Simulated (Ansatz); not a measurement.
Results of PBEsol (Ansatz, an electronic-structure program, PAW) for fcc Ni.

Run with plane-wave cutoff 520 eV, 20×20×20 k mesh, Fermi–Dirac smearing 0.1 eV, perturbation theory, spin-polarised with parallel moments, scalar-relativistic PAW data made under PBE.

Computed at the level's own relaxed cell.

```yaml
crystal:
  lattice:
    - [0.00000, 1.73147, 1.73147]
    - [1.73147, 0.00000, 1.73147]
    - [1.73147, 1.73147, 0.00000]
  atoms:
    - { symbol: Ni, position: [0.00000, 0.00000, 0.00000] }
```

Harmonic phonon frequencies (cm⁻¹; i marks an imaginary mode):

```json
[
 {"q point": "X", "frequencies": "224 224 302"},
 {"q point": "L", "frequencies": "___"},
 {"q point": "W", "frequencies": "221 264 264"}
]
```

Complete the blanks.


- L, frequencies: 156 156 313

No imaginary mode appears at these points.
